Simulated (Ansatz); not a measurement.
# La (model structure, started from the omega type, P6/mmm, No. 191, 3 atoms in the cell)

Level of theory: PBEsol in Ansatz (plane waves, PAW).

Settings: plane-wave cutoff 500 eV, 18×18×20 k mesh (along the axes of the cell as run), Fermi–Dirac smearing 0.1 eV, scalar-relativistic PAW data made under PBE.

Cell (relaxed at this level):

```cif
data_La3
_chemical_formula_sum 'La3'
_space_group_name_H-M_alt 'P6/mmm'
_space_group_IT_number 191
_space_group_name_Hall '-P 6 2'
_cell_length_a 5.79948
_cell_length_b 5.79948
_cell_length_c 3.52437
_cell_angle_alpha 90.000
_cell_angle_beta 90.000
_cell_angle_gamma 120.000
loop_
_atom_site_label
_atom_site_type_symbol
_atom_site_symmetry_multiplicity
_atom_site_Wyckoff_symbol
_atom_site_fract_x
_atom_site_fract_y
_atom_site_fract_z
_atom_site_occupancy
La1 La 1 a 0.00000 0.00000 0.00000 1
La2 La 2 d 0.33333 0.66667 0.50000 1
```

```json
{
  "band_gap": "none"
}
```

Note: the relaxation could raise the start's symmetry but not lower it, so the cell can be a saddle point.

Spin–orbit coupling is not included.

Computed values are for the static lattice.

A model structure was made by putting elements into a prototype or built by hand; it is no filed structure, need not be a known phase, and can be a saddle point held by its symmetry.

Ansatz is a first-principles code.
